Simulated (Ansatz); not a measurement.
# HClO (triplet): from Hartree-Fock to the top rungs at distance Cl1–H2 along a hydrogen transfer = 1.544 Å, cc-pVDZ

Aim: climb from Hartree-Fock through coupled cluster and multireference methods for HClO (triplet) at one geometry and basis, and see what each rung misses.

Method: cc-pVDZ, core rule «outside noble gas», up to 6 orbitals frozen; program: Ansatz 0.2.0, Gaussian basis.

To be run: UHF; CCSD(T) on ROHF; CCSD(T) on UHF; BCCD(T) on ROHF; CISD; CCSDT(Q) on ROHF; CCSDT(Q) on UHF; CASSCF and MRCISD+Q, 4 electrons in 4 orbitals; CASSCF and NEVPT2, 4 electrons in 4 orbitals; CASSCF and MRCISD+Q, 14 electrons in 9 orbitals; CASSCF and NEVPT2, 14 electrons in 9 orbitals.

10 further runs of the same task are left out: 10 that didn't finish.

### Step 1. What is computed

The geometry derives from fragments relaxed apart (PBE0/def2-TZVP) and kept rigid, so it is no stationary point. A hydrogen atom is moved between rigid fragments.

3 atoms, charge 0, spin multiplicity 3.

Atoms are counted from 1 here; the program's logs count them from 0.

Bond lengths: Cl1–H2 1.544 Å.

Coordinates:

```
Cl    0.00000    0.00000   -1.47700
H     0.00000    0.00000    0.06700
O     0.00000    0.00000    1.41000
```

### Step 2. UHF

in.yaml reads:

```yaml
crystal:
  periodic: [false, false, false]
  atoms:
    - {symbol: Cl, position_ang: [0.000000, 0.000000, -1.477000]}
    - {symbol: H, position_ang: [0.000000, 0.000000, 0.067000]}
    - {symbol: O, position_ang: [0.000000, 0.000000, 1.410000]}
basis:
  gaussian: {orbitals: cc-pVDZ}
magnetization: {spin_polarized: true, initial_magnetization: 2}
hamiltonian: {xc: hf}
output: {orbitals: {seedname: orbitals}}
```

On the command line:

```
> ansatz run in.yaml --threads 1 --pin off --events-out ev --progress --plain --max-ram 2393MiB
```

The runs that follow: CCSD(T) on ROHF; CCSD(T) on UHF; BCCD(T) on ROHF; CISD; CCSDT(Q) on ROHF; CCSDT(Q) on UHF; CASSCF and MRCISD+Q, 4 electrons in 4 orbitals; CASSCF and NEVPT2, 4 electrons in 4 orbitals; CASSCF and MRCISD+Q, 14 electrons in 9 orbitals; CASSCF and NEVPT2, 14 electrons in 9 orbitals.

**Question.** What will the summary of the whole plan be? Wanted: UCCSDT(Q) below the RHF energy; RMP2 from UCCSDT(Q); UMP2 from UCCSDT(Q); RCCSD from UCCSDT(Q); RCCSD(T) from UCCSDT(Q); UCCSD(T) from UCCSDT(Q); RCCSDT(Q) from UCCSDT(Q); MRCISD+Q pair from UCCSDT(Q); NEVPT2 valence from UCCSDT(Q).

As calculated:

| quantity | value |
| --- | --- |
| UCCSDT(Q) below the RHF energy | -8.1466 eV |
| RMP2 from UCCSDT(Q) | +1003.3 meV |
| UMP2 from UCCSDT(Q) | +992.4 meV |
| RCCSD from UCCSDT(Q) | +165.6 meV |
| RCCSD(T) from UCCSDT(Q) | +38.9 meV |
| UCCSD(T) from UCCSDT(Q) | +37.4 meV |
| RCCSDT(Q) from UCCSDT(Q) | +2.9 meV |
| MRCISD+Q pair from UCCSDT(Q) | +51.1 meV |
| NEVPT2 valence from UCCSDT(Q) | +1479.5 meV |
| MRCISD+Q valence from UCCSDT(Q) | +36.0 meV |
| levels within 1 kcal/mol (43 meV) | RCCSD(T), UCCSD(T), BCCD(T), RCCSDT, UCCSDT, RCCSDT(Q), MRCISD+Q valence |
| T1 diagnostic | 0.021 |
| effectively unpaired electrons | 2.01 |

RCCSD(T) lands +38.9 meV from the yardstick (0.5 % of the correlation energy). One determinant dominates. Of the multireference levels listed MRCISD+Q valence comes nearest in total energy (+36.0 meV), which doesn't show that its space is the better one. These misses are within one basis, not against nature; the frozen cores of restricted and unrestricted runs differ, which can shift their rows.
